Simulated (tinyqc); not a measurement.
Inside a calculation. Method: CIS and TDHF on RHF in the sto-3g basis, for H2O, spin multiplicity 1. One step of it, computed by the program tinyqc.

Problem. CIS singlet states. Diagonalise A (1 hartree = 27.211386 eV); each vector has its largest component positive (the first on a tie). The transition dipole is mu = sqrt2 sum c_ia <i|r|a>.

CIS matrix A, singlet (hartree):
```
           1>6        1>7       2>6        2>7        3>6        3>7        4>6        4>7
1>6  20.085393   0.000000  0.025279   0.000000   0.000000  -0.022343  -0.024563   0.000000
1>7   0.000000  20.128816  0.000000   0.044039  -0.000428   0.000000   0.000000  -0.029994
2>6   0.025279   0.000000  1.429781   0.000000   0.000000   0.055440   0.064241   0.000000
2>7   0.000000   0.044039  0.000000   1.446538  -0.022325   0.000000   0.000000  -0.019345
3>6   0.000000  -0.000428  0.000000  -0.022325   0.729427   0.000000   0.000000   0.039892
3>7  -0.022343   0.000000  0.055440   0.000000   0.000000   0.972423   0.127003   0.000000
4>6  -0.024563   0.000000  0.064241   0.000000   0.000000   0.127003   0.661769   0.000000
4>7   0.000000  -0.029994  0.000000  -0.019345   0.039892   0.000000   0.000000   0.697857
5>6   0.000000   0.000000  0.000000   0.000000   0.000000   0.000000   0.000000   0.000000
5>7   0.000000   0.000000  0.000000   0.000000   0.000000   0.000000   0.000000   0.000000

          5>6       5>7
1>6  0.000000  0.000000
1>7  0.000000  0.000000
2>6  0.000000  0.000000
2>7  0.000000  0.000000
3>6  0.000000  0.000000
3>7  0.000000  0.000000
4>6  0.000000  0.000000
4>7  0.000000  0.000000
5>6  0.459727  0.000000
5>7  0.000000  0.506202
```

dipole integrals <i|r|a> (bohr):
```
            x          y          z
1>6  0.000000   0.000000   0.046296
1>7  0.000000   0.054354   0.000000
2>6  0.000000   0.000000  -0.123127
2>7  0.000000  -0.115347   0.000000
3>6  0.000000  -0.771973   0.000000
3>7  0.000000   0.000000  -0.705692
4>6  0.000000   0.000000  -0.588824
4>7  0.000000  -0.698014   0.000000
5>6  0.067574   0.000000   0.000000
5>7  0.000000   0.000000   0.000000
```

Give: singlet excitation energies; lowest vectors; oscillator strengths 2/3 w |mu|^2.

Solution.

singlet excitation energies (eV): 12.5098  13.7745  16.7147  18.2505  20.5524  27.3471  39.3106  39.3937  546.5539  547.7371

lowest vectors:
```
     state 1  state 2  state 3  state 4  state 5  state 6
1>6   0.0000   0.0000   0.0009   0.0000   0.0000   0.0017
1>7   0.0000   0.0000   0.0000   0.0013   0.0008   0.0000
2>6   0.0000   0.0000  -0.0522   0.0000   0.0000  -0.1695
2>7   0.0000   0.0000   0.0000   0.0044   0.0423   0.0000
3>6   0.0000   0.0000   0.0000  -0.5607   0.8274   0.0000
3>7   0.0000   0.0000  -0.3265   0.0000   0.0000   0.9342
4>6   0.0000   0.0000   0.9438   0.0000   0.0000   0.3138
4>7   0.0000   0.0000   0.0000   0.8280   0.5600   0.0000
5>6   1.0000   0.0000   0.0000   0.0000   0.0000   0.0000
5>7   0.0000   1.0000   0.0000   0.0000   0.0000   0.0000
```

oscillator strengths 2/3 w |mu|^2: 0.0028  0.0000  0.0832  0.0189  1.0777  0.9079
